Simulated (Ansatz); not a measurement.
```yaml
crystal:
  periodic: [false, false, false]
  atoms:
    - {symbol: B, position_ang: [-2.560074, -0.142485, -0.001462]}
    - {symbol: Al, position_ang: [-0.582488, -0.198171, -0.001292]}
    - {symbol: C, position_ang: [1.286584, -0.302656, -0.001417]}
    - {symbol: H, position_ang: [1.855979, 0.643311, 0.004171]}
basis:
  gaussian: {orbitals: def2-TZVP}
magnetization: {spin_polarized: true, initial_magnetization: 1}
hamiltonian: {xc: pbe0}
relax: {f_tol: 0.004, max_steps: 80}
```

```sh
$ ansatz run in.yaml --threads 1 --pin off --events-out ev --progress --plain --max-ram 2176MiB
```

Steps of the relaxation (energy above the last step; positions in Å, forces in eV/Å):

```
4
step 1, 332.8 meV
B    -2.560   -0.142   -0.001    0.363   -0.020    0.000
Al   -0.582   -0.198   -0.001   -0.367   -0.386   -0.002
C     1.287   -0.303   -0.001   -0.446    1.025    0.006
H     1.856    0.643    0.004    0.450   -0.619   -0.003
```

```
4
step 2, 195.2 meV
B    -2.595   -0.183   -0.002    0.189   -0.030    0.000
Al   -0.633   -0.189   -0.001    0.040   -0.202   -0.001
C     1.239   -0.229   -0.001    0.076    1.210    0.007
H     1.989    0.600    0.004   -0.304   -0.978   -0.006
```

```
4
step 3, 123.0 meV
B    -2.634   -0.256   -0.002   -0.020   -0.032    0.000
Al   -0.691   -0.149   -0.001    0.448   -0.014    0.000
C     1.169   -0.090    0.000    1.157    1.159    0.007
H     2.156    0.496    0.003   -1.585   -1.113   -0.007
```

```
4
step 5, 23.8 meV
B    -2.625   -0.277   -0.002    0.037   -0.032    0.000
Al   -0.681   -0.147   -0.001    0.055    0.013    0.000
C     1.145    0.005    0.000    0.390    0.330    0.002
H     2.161    0.419    0.003   -0.481   -0.311   -0.002
```

```
4
step 6, 2.2 meV
B    -2.622   -0.326   -0.003   -0.017   -0.010    0.000
Al   -0.690   -0.102   -0.001    0.148    0.016    0.000
C     1.126    0.103    0.001   -0.036    0.045    0.000
H     2.186    0.326    0.002   -0.095   -0.051    0.000
```

```
4
step 7, 0.0 meV
B    -2.617   -0.341   -0.003   -0.004   -0.002    0.000
Al   -0.687   -0.092   -0.001   -0.029   -0.004    0.000
C     1.117    0.142    0.001    0.051    0.011    0.000
H     2.187    0.291    0.002   -0.018   -0.006    0.000
```

```
4
step 8, 0.0 meV
B    -2.618   -0.343   -0.003    0.004    0.000    0.000
Al   -0.688   -0.090   -0.001   -0.004   -0.001    0.000
C     1.118    0.146    0.001    0.002    0.001    0.000
H     2.188    0.287    0.002   -0.002   -0.001    0.000
```

Close pairs at the end: C3–H4 1.080 Å, Al2–C3 1.821 Å, B1–Al2 1.946 Å.

A stationary point of unrestricted PBE0 after 8 steps, with ⟨S²⟩ = 2.377 against 0.75 for a pure state; no frequencies were run, so it isn't proven a minimum. 3.4 min on 1 thread of Arm Neoverse V1, shared host.
